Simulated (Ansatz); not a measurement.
C3H6N2O can be A, `CN(C=N)C=O`, or B, `N/C=N\CC=O`.

Gas-phase electronic energies from Ansatz, PBE0-D4/def2-TZVP geometries. CBS: MP2 limit from def2 TZ/QZ plus the TZ coupled-cluster correction, frozen cores. DFT in def2-TZVPP. B3LYP here is the variant with VWN-RPA as its local correlation; programs differ in this. One conformer a species, not always the lowest.

Which is lower in electronic energy at CCSD(T)/CBS, and by how much? (Estimate.)

Ansatz gave: A, by 45.9 kJ/mol.

Give E(B) − E(A) in kJ/mol with r2SCAN-D4, PBE-D4, B3LYP-D4, B2PLYP, CCSD/def2-TZVPP, MP2/def2-TZVPP, ωB97M-V. (Best estimate.)

Ansatz gave: r2SCAN-D4 54.5, PBE-D4 52.5, B3LYP-D4 51.1, B2PLYP 51.7, CCSD/def2-TZVPP 48.5, MP2/def2-TZVPP 51.2, ωB97M-V 47.6. None reverses the order clearly.

Largest T1 diagnostic: 0.015.
